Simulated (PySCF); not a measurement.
Species, as SMILES: S (H2S).
Geometry (B3LYP-D3(BJ)/def2-TZVP, fixed):
```xyz
3

S      0.0018     0.0003     0.1031
H     -0.0075     0.9678    -0.8277
H     -0.0219    -0.9726    -0.8218
```
Charge 0, spin multiplicity 1.

Basis-set convergence of the mean static polarisability at HF with PySCF. All functions are spherical. Density fitting with generated auxiliary sets. No added dispersion term, no relativity. Reference: the value in aug-pcseg-3, 23.99 bohr³, itself unsure by roughly 0.6 % (its mean distance from aug-cc-pV(Q+d)Z, aug-pcseg-2, aug-cc-pV(T+d)Z).

```
basis            functions  mean static polarisability (bohr³)
---------------  ---------  ----------------------------------
6-31G**                 28                                   ?
6-311G**                38                               15.39
def2-SVPD               43                                   ?
def2-TZVPD              64                                   ?
cc-pV(T+d)Z             67                               18.38
def2-TZVPP              70                                   ?
jun-cc-pV(T+d)Z         76                               23.58
def2-TZVPPD             85                               23.92
aug-cc-pV(Q+d)Z        181                               23.97
```

Q: Some entries are withheld; supply them.

A: 
- 6-31G**, mean static polarisability (bohr³): 14.83
- def2-SVPD, mean static polarisability (bohr³): 23.48
- def2-TZVPD, mean static polarisability (bohr³): 23.89
- def2-TZVPP, mean static polarisability (bohr³): 18.31
